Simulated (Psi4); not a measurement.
# H2NO (SMILES N[O]) at UTPSS/cc-pVTZ

Aim: the energy change on altering one bond length of H2NO at UTPSS/cc-pVTZ, from 2 runs. 

Program for the calculation: Psi4 1.11.

2 further runs of the same task are left out: 2 set aside as unsound or not needed.

## (1) The molecule

The species is H2NO (4 atoms), meant as a doublet with charge 0. As SMILES, `N[O]`. The coordinates come from a GFN2-xTB relaxation.

Bond lengths: N1–O2 1.277 Å, N1–H3 1.017 Å, N1–H4 1.017 Å. Angles: O2–N1–H3 118.4°, O2–N1–H4 118.4°, H3–N1–H4 119.4°.

## (2) Energy and forces at UTPSS/cc-pVTZ

h2no.xyz reads:

```xyz
4
H2NO
N     -0.015110     0.041110    -0.107550
O      0.804330     0.357230     0.819800
H     -0.968410     0.390510    -0.050090
H      0.179190    -0.788850    -0.662160
```

calc.py reads:

```python
import psi4

psi4.set_memory(1600000000)
psi4.set_num_threads(1)
psi4.set_output_file('psi4.out', False)

with open('h2no.xyz') as f:
    atoms = ''.join(f.readlines()[2:])
geom = psi4.geometry('0 2\n' + atoms + 'symmetry c1\nno_reorient\nno_com')

psi4.set_options({
    'basis': 'cc-pVTZ',
    'reference': 'uks',
    'puream': True,
    'e_convergence': 1e-09,
    'd_convergence': 1e-08,
    'scf_type': 'pk',
    'dft_radial_points': 99,
    'dft_spherical_points': 590,
    'maxiter': 200,
})

e_tot, wfn = psi4.gradient('tpss', return_wfn=True)
psi4.oeprop(wfn, 'WIBERG_LOWDIN_INDICES', 'MULLIKEN_CHARGES', 'DIPOLE')
print('gradient / Eh bohr^-1')
print(e_tot.np.round(6))
print(f'energy = {wfn.energy():.10f} Eh')
```

On the command line:

```sh
$ python calc.py
```

psi4.out:

```text
[...]
  Running in c1 symmetry.
[...]
  Nuclear repulsion =   35.074734111223819
[...]
  Multiplicity = 2
[...]
  Nalpha       = 9
  Nbeta        = 8
[...]
    Number of basis functions: 88
[...]
   @UKS iter   1:  -131.02033206046534   -1.96598e-01   6.76448e-03 ADIIS/DIIS
[...]
   @UKS iter  12:  -131.15978384656137   -7.10543e-13   3.21540e-09 DIIS
[...]
   @S^2 Observed:                7.528373410E-01
[...]
  @UKS Final Energy:  -131.15978384656137
   => Energetics <=
    Nuclear Repulsion Energy =             35.0747341112238189
    One-Electron Energy =                -248.5486626756744784
    Two-Electron Energy =                  98.5403621184522649
    DFT Exchange-Correlation Energy =     -16.2262174005629625
    Empirical Dispersion Energy =           0.0000000000000000
    VV10 Nonlocal Energy =                  0.0000000000000000
    Total Energy =                       -131.1597838465613677
[...]
  -Total Gradient:
     Atom            X                  Y                   Z
    ------   -----------------  -----------------  -----------------
       1        0.000042017184    -0.001009875482     0.002031556735
       2       -0.006218307106    -0.002555085781    -0.006731068497
       3        0.004233093124     0.000608143488     0.001742012825
       4        0.001943097063     0.002956204168     0.002958494148
[...]
 Multipole Moments:
 ------------------------------------------------------------------------------------
     Multipole            Electronic (a.u.)      Nuclear  (a.u.)        Total (a.u.)
 ------------------------------------------------------------------------------------
 L = 1.  Multiply by 2.5417464519 to convert [e a0] to [Debye]
 Dipole X            :        -11.2836976           10.4684213           -0.8152763
 Dipole Y            :         -5.6129086            5.1915879           -0.4213207
 Dipole Z            :        -10.3417661            9.6249421           -0.7168240
 Magnitude           :                                                    1.1644841
[...]
  Mulliken Charges: (a.u.)
   Center  Symbol    Alpha    Beta     Spin     Total
       1     N     3.69835  3.29037  0.40798  0.01128
       2     O     4.45205  3.85407  0.59798 -0.30612
       3     H     0.42480  0.42778 -0.00298  0.14742
       4     H     0.42480  0.42778 -0.00298  0.14742
   Total alpha =  9.00000, Total beta =  8.00000, Total charge = -0.00000
  Wiberg Bond Indices using Orthogonal Lowdin Orbitals:
  Total Bond Index:
  Irrep: 1 Size: 4 x 4
[...]
```

Standard output:

```text
Memory set to   1.490 GiB by Python driver.
  Threads set to 1 by Python driver.
gradient / Eh bohr^-1
[[ 4.200e-05 -1.010e-03  2.032e-03]
 [-6.218e-03 -2.555e-03 -6.731e-03]
 [ 4.233e-03  6.080e-04  1.742e-03]
 [ 1.943e-03  2.956e-03  2.958e-03]]
energy = -131.1597838466 Eh
```

Run time: 35 s. Hardware: 1 thread of Intel Xeon 6975P-C (Granite Rapids), shared host; peak memory 1 GiB.

## (3) The distorted shape at the same level

h2no.in reads:

```
memory 1600 mb

molecule m {
  0 2
  N     -0.044257     0.165614    -0.024352
  O      0.775183     0.481734     0.902998
  H     -0.997557     0.515014     0.033108
  H      0.179190    -0.788850    -0.662160
  units angstrom
  symmetry c1
  no_reorient
  no_com
}

set {
  basis cc-pVTZ
  reference uks
  puream true
  e_convergence 1e-09
  d_convergence 1e-08
  scf_type pk
  dft_radial_points 99
  dft_spherical_points 590
  maxiter 200
}

e, wfn = gradient('tpss', return_wfn=True)
oeprop(wfn, 'MAYER_INDICES', 'DIPOLE', 'MULLIKEN_CHARGES')
print_variables()
```

On the command line:

```sh
$ psi4 -n 1 h2no.in h2no.out
```

h2no.out:

```text
[...]
  Running in c1 symmetry.
[...]
  Nuclear repulsion =   34.448580463306470
[...]
  Multiplicity = 2
[...]
  Nalpha       = 9
  Nbeta        = 8
[...]
    Number of basis functions: 88
[...]
   @UKS iter   1:  -131.00499475571161   -2.22009e-01   6.71787e-03 DIIS/ADIIS
[...]
   @UKS iter  13:  -131.14832366049416   -2.10321e-12   7.49773e-09 DIIS
[...]
   @S^2 Observed:                7.530144911E-01
[...]
  @UKS Final Energy:  -131.14832366049416
   => Energetics <=
    Nuclear Repulsion Energy =             34.4485804633064703
    One-Electron Energy =                -247.3645937115862807
    Two-Electron Energy =                  97.9344635238146850
    DFT Exchange-Correlation Energy =     -16.1667739360290561
    Empirical Dispersion Energy =           0.0000000000000000
    VV10 Nonlocal Energy =                  0.0000000000000000
    Total Energy =                       -131.1483236604941567
[...]
  -Total Gradient:
     Atom            X                  Y                   Z
    ------   -----------------  -----------------  -----------------
       1       -0.024706716615     0.052061195004     0.033940224684
       2        0.001456884464     0.000565902449     0.000688933741
       3        0.005053512911     0.003267781214     0.002371691816
       4        0.018196068185    -0.055895482036    -0.037001043355
[...]
 Multipole Moments:
 ------------------------------------------------------------------------------------
     Multipole            Electronic (a.u.)      Nuclear  (a.u.)        Total (a.u.)
 ------------------------------------------------------------------------------------
 L = 1.  Multiply by 2.5417464519 to convert [e a0] to [Debye]
 Dipole X            :        -10.3929053            9.5871438           -0.8057615
 Dipole Y            :         -9.3592832            8.9560433           -0.4032399
 Dipole Z            :        -12.8325354           12.1404850           -0.6920504
 Magnitude           :                                                    1.1361284
[...]
  Mulliken Charges: (a.u.)
   Center  Symbol    Alpha    Beta     Spin     Total
       1     N     3.71664  3.28699  0.42964 -0.00363
       2     O     4.43910  3.85741  0.58170 -0.29651
       3     H     0.42102  0.42157 -0.00055  0.15741
       4     H     0.42324  0.43403 -0.01080  0.14273
   Total alpha =  9.00000, Total beta =  8.00000, Total charge = -0.00000
  Mayer Bond Indices:
  Total Bond Index:
  Irrep: 1 Size: 4 x 4
[...]
```

Run time: 35 s. Hardware: 1 thread of Intel Xeon 6975P-C (Granite Rapids), shared host; peak memory 1 GiB.

## (4) Summary of results

Level: UTPSS/cc-pVTZ.

| quantity | value |
| --- | --- |
| first shape: total energy | -131.15978 Eh |
| first shape: dipole moment | 2.96 D |
| first shape: HOMO energy (highest over α and β) | -4.79 eV |
| first shape: LUMO energy (lowest over α and β) | -2.56 eV |
| first shape: ⟨S²⟩ | 0.753 |
| first shape: largest force on an atom | 0.489 eV/Å |
| distorted shape: total energy | -131.14832 Eh |
| distorted shape: dipole moment | 2.89 D |
| distorted shape: HOMO energy (highest over α and β) | -4.78 eV |
| distorted shape: LUMO energy (lowest over α and β) | -2.57 eV |
| distorted shape: ⟨S²⟩ | 0.753 |
| distorted shape: largest force on an atom | 3.572 eV/Å |
| energy change with the N1–H4 bond stretched from 1.017 to 1.169 Å | 0.312 eV |

What this shows: With the N1–H4 bond stretched from 1.017 to 1.169 Å the energy rises by 0.31 eV (7.2 kcal/mol). The first shape isn't relaxed at this level, so the change isn't measured from a minimum. The largest force (first shape) is 0.49 eV/Å: the shape isn't a stationary point for this species at this level. Mulliken charges (first shape) run from -0.31 on O2 to +0.15 on H3; they depend strongly on the basis.
